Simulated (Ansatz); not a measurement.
CH3S (SMILES C[S]) moved off its minimum; all values from Ansatz (a quantum-chemistry and plane-wave program), cores frozen in correlated methods. Open shells are unrestricted.
(charge 0, multiplicity 2)
```xyz
5

C     -1.08259    -0.01354     0.06637
S      0.65963     0.03400    -0.04267
H     -1.50443    -0.70333    -0.76428
H     -1.43956    -0.54645     0.98564
H     -1.68967     0.88811    -0.11945
```

Forces at B3LYP/def2-TZVPP (eV/Å):

```tsv
atom	Fx	Fy	Fz
C1	-2.458	-1.634	-0.608
S2	0.490	0.234	-0.142
H3	0.939	0.683	0.952
H4	0.324	0.618	-0.559
H5	0.705	0.100	0.357
```

Question: Give the forces (eV/Å), the total energy and the dipole at MP2/cc-pV(T+d)Z.

Answer: 
```json
[
 {"atom": "C1", "Fx": "-2.656", "Fy": "-1.726", "Fz": "-0.655"},
 {"atom": "S2", "Fx": "0.448", "Fy": "0.232", "Fz": "-0.147"},
 {"atom": "H3", "Fx": "1.039", "Fy": "0.774", "Fz": "1.056"},
 {"atom": "H4", "Fx": "0.381", "Fy": "0.692", "Fz": "-0.647"},
 {"atom": "H5", "Fx": "0.789", "Fy": "0.028", "Fz": "0.392"}
]
```
Energy -437.4721 hartree, dipole 1.59 D.
